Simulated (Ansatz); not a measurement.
# Isomers

Structures of CH5OSi (charge +1), closed shell, relaxed at PBE0-D4/def2-TZVP (vibrations not checked; lower isomers may exist, and structures with a doubtful reference or unclear bonds are left out). Program: Ansatz 0.2.0. Basis: def2-TZVPP. Cores are frozen in the correlated methods. B3LYP uses VWN-RPA correlation.

(1) Rank them by CCSD(T) energy, lowest first, and give each one's height above the lowest. Links in brackets join atoms within 1.22 times the sum of their covalent radii (1.1 for two metals). (Judge from chemistry; the value comes from the calculation.)
A.
CH₅OSi ([CH3][Si][OH2]), total charge +1
```
8
angstrom
C -1.0038 0.7977 -0.5807
Si 0.8400 0.6909 -0.4893
O 0.7881 -0.9685 0.4231
H -1.4361 -0.0398 -1.1451
H -1.2918 1.7220 -1.0905
H -1.4665 0.8109 0.4154
H 1.5981 -1.4296 0.6903
H 0.0005 -1.4725 0.6870
```
B.
CH₅OSi ([CH2][SiH][OH2]), total charge +1
```
8
angstrom
O 0.3065 -0.8455 1.1375
C -0.0656 1.1392 -0.9638
Si -0.5682 -0.3361 -0.3610
H -1.4878 -1.4548 -0.5734
H -0.5735 1.5401 -1.8359
H 0.9298 -0.2564 1.5927
H 0.3945 -1.7635 1.4393
H 0.7257 1.7493 -0.5449
```
C.
CH₅OSi ([CH2]1[OH][SiH2]1), total charge +1
```
8
angstrom
C -0.6070 0.3511 -0.6312
O -0.2288 0.5546 0.8391
Si 0.5306 -0.8834 0.0795
H -1.6803 0.2055 -0.6860
H -0.2198 1.1531 -1.2524
H 0.2193 1.3907 1.0434
H 0.0153 -2.0957 0.7235
H 1.9708 -0.6758 -0.1159
```
D.
CH₅OSi ([CH3][SiH][OH]), total charge +1
```
8
angstrom
C -1.1161 0.5494 -0.8839
Si 0.3721 0.3012 0.1160
O 0.8026 -1.0599 0.7787
H -1.7086 -0.3590 -1.0021
H -1.7274 1.3313 -0.4150
H 1.3448 1.3565 0.4198
H -0.8200 0.9297 -1.8699
H 0.3612 -1.9164 0.7500
```

(2) Do PBE-D4, r2SCAN-D4, PBE0-D4, B3LYP-D4, wB97M-V, HF, MP2 give the same order? (Judge from chemistry; the calculation decides.)

T1 diagnostic: at most 0.014. The restricted Hartree–Fock reference is unstable towards an unrestricted one at one or more of these structures.

For scale, one of the runs: CCSD(T)/def2-TZVPP, 174 basis functions, launched by `ansatz run in.yaml --threads 2 --pin off --events-out ev --progress --plain --max-ram 4352MiB`. Hardware: 2 CPU threads of an Arm Neoverse V1, shared host. Wall time 28 s; peak host memory 1.5 GiB.

Answers

(1) By the calculation: D (0.000 eV), A (1.157 eV), C (1.895 eV), B (2.281 eV). Heights count from the lowest.

(2) By the calculation: All do.
